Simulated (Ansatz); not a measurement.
hcp Re, treated with HSE06 in Ansatz (PAW).

Settings: plane-wave cutoff 500 eV, 12×12×1 k mesh (along the axes of the cell as run), Fermi–Dirac smearing 0.1 eV, scalar-relativistic PAW data made under PBE.

The cell is the one relaxed with r²SCAN.

**Question.** Estimate the surface energy of the (0001) face and work function of the (0001) face that the calculation returns.

**Answer.** 
surface energy of the (0001) face: 2.82 J/m²
work function of the (0001) face: 5.03 eV

Note: exact exchange on metals is sensitive to the k mesh and can open a false gap.

The slab of 6 atoms is relaxed and unreconstructed.

Spin–orbit coupling is not included.

The computed numbers hold no vibrational or temperature effects.

Computing time: around 12 core-minutes (rough).

Ansatz is a first-principles code.
